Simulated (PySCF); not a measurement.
Gas-phase reaction: 3 N2 + 2 NO2 = 4 N2O

Energies from PySCF, thermal terms from the rigid-rotor harmonic-oscillator model, ideal gas at 1 bar. The comparison is the NASA 1993 polynomial table, which mixes measured and estimated data. † marks an energy on the PBE0/def2-TZVP geometry and frequencies; other levels use their own. CCSD(T) freezes the core. 6-31G* has spherical d functions here. Open shells (unrestricted): NO2 (multiplicity 2); the rest are closed-shell singlets. CCSD(T) isn't extrapolated to the basis-set limit; its ΔH°(298 K) is 284.0 kJ in def2-SVP and 273.8 kJ in def2-TZVPP. The harmonic model lacks anharmonicity and excited electronic states, which grow with temperature; levels with a mode under 35 cm⁻¹ are left out.

log10 K (1 bar standard state):

| T (K) | table | CCSD(T)/def2-SVP† | HF/6-31G* | HF/def2-TZVP† | M06-2X/def2-TZVP† | PBE/def2-SVP |
|---|---|---|---|---|---|---|
| 800 | -25.9 | -27.8 | -40.2 | -40.3 | -25.4 | -15.3 |
| 1000 | -22.5 | -24.0 | -34.0 | -34.1 | -22.1 | -14.0 |
| 1200 | -20.2 | -21.5 | -29.8 | -29.8 | -19.9 | -13.1 |
| 2000 | -15.4 | -16.3 | -21.3 | -21.3 | -15.3 | -11.2 |
| 2500 | -13.9 | -14.6 | -18.7 | -18.7 | -13.9 | -10.5 |
Ten kJ in ΔG° is worth 0.65 decades in K at 800 K and 0.21 at 2500 K.
